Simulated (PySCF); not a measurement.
# CS2 (CS2): the cost of one run

Programs: PySCF 2.14.0, with density-fitted response routines of our own. Each step states its level of theory. These are calculated values for one molecule, in the gas phase or a continuum, unless marked as measured. Atoms count from 0, in the outputs and in this text.

### Step 1. The starting structure

3 atoms, charge 0, multiplicity 1; geometry from: GFN2-xTB. The atoms were then displaced at random by about 0.01 Å, so the start is not that level's minimum.

Bonds of the start (Å): S0–C1 1.52, C1–S2 1.54.

### Step 2. Relaxing the molecule at PBE0-D3(BJ)/def2-TZVP

The job: settings as JSON, then the geometry in Å.

```
{"job": {"xc": "PBE0", "basis": "def2-TZVP", "d3": "d3bj", "grid": 2, "shake": 0.01, "kind": "geom"}, "charge": 0, "multiplicity": 1}
S     -1.487320     0.387790    -0.002050
C     -0.001850     0.065240    -0.006310
S      1.495180    -0.276070    -0.010820
```

Command:

```bash
OMP_NUM_THREADS=1 python probes_run.py task.json out
```

The driver reads the jobs from task.json and runs them one after another.

**Question.** How long does this first job take on 1 thread of Intel Xeon at 2.30GHz, shared host, and how much memory does it need?

About 6.8 s, with a peak of 0.41 GiB.
